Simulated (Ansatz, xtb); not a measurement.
# HNOSi: which of two structures lies lower

Structure a: `N=[Si]=O`, a singlet. Structure b: a singlet given by its coordinates. Both are isolated molecules in the gas phase, relaxed with B3LYP/6-31G*.

a (Å):

```csv
atom,x (Å),y (Å),z (Å)
N,-0.7911,-0.7776,0.1497
O,2.2312,-0.8801,-0.4055
Si,0.7118,-0.7897,-0.3225
H,-1.6389,-0.6137,-0.3761
```

b (Å):

```tsv
atom	x (Å)	y (Å)	z (Å)
N	-0.6162	-0.1471	-2.7676
O	-2.0550	0.4344	-2.5329
Si	-2.0493	-1.2162	-2.7371
H	-0.3881	0.1880	-3.7117
```

Close contacts (Å): N1–O2 1.57, N1–Si3 1.79, O2–Si3 1.66, N1–H4 1.03.

Quicker runs give these differences E(b) − E(a): GFN2-xTB +329.7 kJ/mol; HF/STO-3G −258.0 kJ/mol (at GFN2-xTB geometries); r2SCAN-D4/def2-SVP +133.7 kJ/mol (at GFN2-xTB geometries).

Task: Estimate which is lower in electronic energy at CCSD(T)/def2-TZVPP, and by roughly how much.

Result: The CCSD(T)/def2-TZVPP calculation puts structure a lower, by 131.2 kJ/mol.

Level by level:

```
             level      geometry  E(b) − E(a) (kJ/mol)  departure from the last row (kJ/mol)  job, with rough time for the two
          GFN2-xTB      GFN2-xTB                  +329.7                                +198.5              optimisation, 0.29 s
         HF/STO-3G      GFN2-xTB                  −258.0                                −389.2              single point, 0.47 s
r2SCAN-D4/def2-SVP      GFN2-xTB                  +133.7                                  +2.5               single point, 2.9 s
      B3LYP/6-31G*  B3LYP/6-31G*                   +99.7                                 −31.5                optimisation, 35 s
     HF/def2-TZVPP  B3LYP/6-31G*                  +127.1                                  −4.1           part of the CCSD(T) run
    MP2/def2-TZVPP  B3LYP/6-31G*                  +164.1                                 +32.8           part of the CCSD(T) run
CCSD(T)/def2-TZVPP  B3LYP/6-31G*                  +131.2                                                      single point, 26 s
```

HF/STO-3G puts the two in the other order. The largest departure from CCSD(T)/def2-TZVPP is that of HF/STO-3G, 389.2 kJ/mol.

With harmonic frequencies from B3LYP/6-31G* (ideal gas, rigid rotor, one conformer each, 1000 K, 1 atm): the zero-point term adds +3.4 kJ/mol; ΔH is +130.7 and ΔG +137.2 kJ/mol.

The T1 diagnostic of structures a and b is large, so the coupled-cluster value is less sure. The correlated steps freeze 7 core orbitals. Mirror images aren't counted in ΔG. Codes used: Ansatz 0.2.0, xtb 6.7.1; the last row on 1 thread of Intel(R) Xeon(R) Processor @ 2.50GHz (Skylake/Cascade Lake) on a shared host.
